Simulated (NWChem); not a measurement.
A series in which one site is exchanged, each optimised at PBE0/def2-SVP with NWChem, gas phase unless a solvent is named. 

A: [O](C)[TiH3] (CH6OTi; site = Ti)
B: CO[SiH3] (CH6OSi; site = Si)
C: COC (C2H6O; site = C)

Q: Rank them by dipole (D), PBE0/def2-SVP, lowest first.

A: B (1.11), C (1.25), A (2.63)
